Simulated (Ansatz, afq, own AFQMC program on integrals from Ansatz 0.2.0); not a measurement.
## Atomization energy of CHB, triplet

| atom | x (Å) | y (Å) | z (Å) |
| --- | --- | --- | --- |
| B | 0.0000 | 0.0000 | 0.0901 |
| C | 0.0000 | 0.0000 | -1.3588 |
| H | 0.0000 | 0.0000 | 1.2688 |

Connectivity, by distances: BH–C.

Atoms in their ground-state spins without spin–orbit coupling (mostly on UHF) minus the molecule (UHF), without zero-point energy. The geometry is a stationary point, not shown to be a minimum.

Basis 6-31G. Noble-gas cores (and the filled d shells of Ga–Kr and In–Xe) are frozen. Integrals, coupled cluster, full CI and functionals: Ansatz 0.2.0; the random walks run on the same integrals in our own AFQMC program. ph-AFQMC/CISD is guided by a CISD state made of CCSD amplitudes; releasing the constraint for a short imaginary time cuts its bias at the price of noise, slowly where states lie close. ± is one standard error of the sampling. The errors of all members are added in quadrature.

Full CI on the same integrals is exact in this basis and with this determinant's frozen core.

Errors are counted within 6-31G, not against nature.

Cautions: CHB (triplet): strong correlation (T1 0.074, weight of the determinant 0.82, largest double 0.16), unrestricted determinant spin contaminated (⟨S²⟩ 2.41 against 2.00), the ph-AFQMC/CISD walk drifts between its halves (2.7 errors).

```
level  atomization energy (kcal/mol)
   HF                          143.4
 CCSD                          167.2
```

Question: From these cheaper values, estimate the atomization energy at the reference level in 6-31G.

Answer: 170.0 kcal/mol (full CI in 6-31G).

```json
{"level": "MP2", "atomization energy (kcal/mol)": "164.8", "error against FCI (kcal/mol)": "-5.2"}
{"level": "CCSD(T)", "atomization energy (kcal/mol)": "169.1", "error against FCI (kcal/mol)": "-0.9"}
{"level": "ph-AFQMC/HF", "atomization energy (kcal/mol)": "175.5 ± 0.6", "error against FCI (kcal/mol)": "5.5 ± 0.6"}
{"level": "ph-AFQMC/CISD", "atomization energy (kcal/mol)": "169.9 ± 0.06", "error against FCI (kcal/mol)": "-0.2 ± 0.06"}
{"level": "released AFQMC", "atomization energy (kcal/mol)": "170.0 ± 0.08", "error against FCI (kcal/mol)": "-0.1 ± 0.08"}
```

Correlation beyond CCSD(T) adds 0.9 kcal/mol. The perturbative (T) step is worth +1.9 kcal/mol. Where the cautions show a poor determinant, the low rows tell how each method copes with it, not its usual error.

Released energies are given only where the last usable release times agree within the noise; a slower fall can still hide under it.
